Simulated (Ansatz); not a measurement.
# BSiHO (triplet): the correlation ladder at distance O2–Si3 = 3.038 Å, cc-pVDZ

How much of the correlation energy of BSiHO (triplet) does each wave-function method recover here?

Computed with Ansatz 0.2.0, Gaussian basis. Level: cc-pVDZ, core rule «outside noble gas», up to 7 orbitals frozen.

The runs, in order: UHF; CCSD(T) on ROHF; CCSD(T) on UHF; BCCD(T) on ROHF; CISD; CCSDT(Q) on ROHF; CCSDT(Q) on UHF; CASSCF and MRCISD+Q, 4 electrons in 4 orbitals; CASSCF and NEVPT2, 4 electrons in 4 orbitals.

13 further runs of the same task are left out: 12 that didn't finish, 1 set aside as unsound or not needed.

## (1) The system

The geometry derives from a PBE0/def2-TZVP stationary point (not a proven minimum). One bond is set to the value named and the two fragments are kept rigid.

4 atoms, charge 0, spin multiplicity 3.

Atoms are counted from 1 here; the program's logs count them from 0.

Bond lengths: B1–O2 1.301 Å, B1–H4 1.196 Å. Angles: O2–B1–H4 128.4°.

## (2) UHF

The input, in.yaml:

```yaml
crystal:
  periodic: [false, false, false]
  atoms:
    - {symbol: B, position_ang: [0.000007, -0.301381, 1.200636]}
    - {symbol: O, position_ang: [-0.000023, -0.183397, -0.095256]}
    - {symbol: Si, position_ang: [0.000016, -0.079548, -3.131480]}
    - {symbol: H, position_ang: [-0.000001, 0.564326, 2.026099]}
basis:
  gaussian: {orbitals: cc-pVDZ}
magnetization: {spin_polarized: true, initial_magnetization: 2}
hamiltonian: {xc: hf}
output: {orbitals: {seedname: orbitals}}
```

Command:

```console
$ ansatz run in.yaml --threads 1 --pin off --events-out ev --progress --plain --max-ram 2393MiB
```

Further steps of the session: CCSD(T) on ROHF; CCSD(T) on UHF; BCCD(T) on ROHF; CISD; CCSDT(Q) on ROHF; CCSDT(Q) on UHF; CASSCF and MRCISD+Q, 4 electrons in 4 orbitals; CASSCF and NEVPT2, 4 electrons in 4 orbitals.

**Question.** What will the summary of the whole plan be? Wanted: UCCSDT(Q) below the RHF energy; RMP2 from UCCSDT(Q); UMP2 from UCCSDT(Q); RCCSD from UCCSDT(Q); RCCSD(T) from UCCSDT(Q); UCCSD(T) from UCCSDT(Q); RCCSDT(Q) from UCCSDT(Q); NEVPT2 pair from UCCSDT(Q); MRCISD+Q pair from UCCSDT(Q).

The runs gave:

| quantity | value |
| --- | --- |
| UCCSDT(Q) below the RHF energy | -10.2052 eV |
| RMP2 from UCCSDT(Q) | +1073.8 meV |
| UMP2 from UCCSDT(Q) | +1297.0 meV |
| RCCSD from UCCSDT(Q) | +455.2 meV |
| RCCSD(T) from UCCSDT(Q) | +76.4 meV |
| UCCSD(T) from UCCSDT(Q) | +94.1 meV |
| RCCSDT(Q) from UCCSDT(Q) | +20.0 meV |
| NEVPT2 pair from UCCSDT(Q) | +1196.1 meV |
| MRCISD+Q pair from UCCSDT(Q) | +290.7 meV |
| levels within 1 kcal/mol (43 meV) | RCCSDT(Q) |
| T1 diagnostic | 0.030 |

What this shows: RCCSD(T) lands +76.4 meV from the yardstick (0.7 % of the correlation energy). Of the multireference levels listed MRCISD+Q pair comes nearest in total energy (+290.7 meV), which doesn't show that its space is the better one. Coupled cluster took another determinant than the lowest Hartree-Fock one. These misses are within one basis, not against nature; the frozen cores of restricted and unrestricted runs differ, which can shift their rows.
